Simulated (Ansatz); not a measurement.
# AlNH₂ + CH₄: a complex and its separated parts

Aim: how far the complex at one end of a reaction step lies below its separated, relaxed parts, level by level.

Computed with Ansatz 0.2.0, Gaussian basis. Level: PBE0-D4/def2-TZVP structures, single points in def2-TZVPP, no counterpoise correction.

Levels: SPW92, PBE-D4, BLYP-D4, r2SCAN-D4, B97M-V, PBE0-D4, B3LYP-D4, r2SCAN0-D4, BHLYP-D4, CAM-B3LYP-D4, wB97X-V, wB97M-V, B2PLYP, PBE-QIDH, RPA on PBE, Hartree-Fock, MP2, CCSD, CCSD(T).

Correlated methods freeze the cores. B3LYP uses VWN-RPA correlation. B2PLYP carries no dispersion term here.

56 further runs of the same task are left out: 56 set aside as unsound or not needed.

## 1. The system as given

The complex: 9 atoms, charge 0, spin multiplicity 1.

Atoms are counted from 1 here; the program's logs count them from 0.

Bond lengths: Al1–N3 1.624 Å, Al1–H5 1.560 Å, C2–H4 1.094 Å, C2–H6 1.090 Å, C2–H7 1.091 Å, C2–H8 1.091 Å, N3–H9 0.999 Å. Angles: N3–Al1–H5 163.9°, H4–C2–H6 108.1°, H4–C2–H7 110.4°, H4–C2–H8 110.5°, H6–C2–H7 109.0°, H6–C2–H8 109.0°, H7–C2–H8 109.8°, Al1–N3–H9 157.2°.

Coordinates:

```xyz
9
charge 0, multiplicity 1
Al   -1.1735   -0.2383   -1.1509
C     0.7222    0.5636    1.2373
N    -0.5140   -1.3707   -2.1102
H     0.9377   -0.1813    0.4649
H    -2.1366    0.8095   -0.5122
H     1.5770    0.6071    1.9124
H     0.5741    1.5463    0.7881
H    -0.1646    0.2787    1.8046
H     0.1776   -2.0150   -2.4339
```

Its parts: AlNH₂ holds atoms 1, 3, 5, 9; CH₄ holds atoms 2, 4, 6, 7, 8. Each part counts its atoms afresh in its own runs.

## 2. Relaxing AlNH₂ alone

Contents of relax-a/in.yaml:

```yaml
crystal:
  periodic: [false, false, false]
  atoms:
    - {symbol: Al, position_ang: [-1.173499, -0.238325, -1.150916]}
    - {symbol: N, position_ang: [-0.514026, -1.370688, -2.110216]}
    - {symbol: H, position_ang: [-2.136603, 0.809509, -0.512247]}
    - {symbol: H, position_ang: [0.177559, -2.014965, -2.433928]}
basis:
  gaussian: {orbitals: def2-TZVP}
hamiltonian: {xc: pbe0, dispersion: d4}
relax: {f_tol: 0.005, max_steps: 200}
```

Started as:

```bash
> ansatz run in.yaml --threads 2 --pin off --events-out ev --progress --plain --max-ram 4352MiB
```

Further steps of the session: Relaxing CH₄ alone; SPW92/def2-TZVPP; PBE-D4/def2-TZVPP; BLYP-D4/def2-TZVPP; r2SCAN-D4/def2-TZVPP; B97M-V/def2-TZVPP; PBE0-D4/def2-TZVPP; B3LYP-D4/def2-TZVPP; r2SCAN0-D4/def2-TZVPP; BHLYP-D4/def2-TZVPP; CAM-B3LYP-D4/def2-TZVPP; wB97X-V/def2-TZVPP; wB97M-V/def2-TZVPP; B2PLYP/def2-TZVPP; PBE-QIDH/def2-TZVPP; RPA on PBE/def2-TZVPP; CCSD(T)/def2-TZVPP; CCSD(T)/def2-QZVPP; Vibrations of AlNH₂; Vibrations of CH₄.

What does the calculation give? Wanted: complex less parts, CCSD(T)/def2-TZVPP; with zero-point energy; largest T1 diagnostic.

**Answer**, as computed:

```
                              quantity        value
complex less parts, CCSD(T)/def2-TZVPP  -3.6 kJ/mol
                with zero-point energy  -0.4 kJ/mol
                 largest T1 diagnostic        0.024
```

In words: At CCSD(T) the complex lies 3.6 kJ/mol below its parts. PBE-QIDH is the best functional here (-0.2 kJ/mol from CCSD(T)); SPW92 is the worst (-13.1 kJ/mol). By rung, the mean size of the error is: LDA 13.1, GGA 5.3, meta-GGA 3.4, hybrid 3.2, range-separated hybrid 1.8, double hybrid 1.9 kJ/mol. PBE-D4 gives a relative energy 7.2 kJ/mol too low, an error of 204 % of the reference. No counterpoise was applied, and triple zeta lacks some correlation, so the CCSD(T) reference has a basis error of its own, and close matches with it are partly luck.
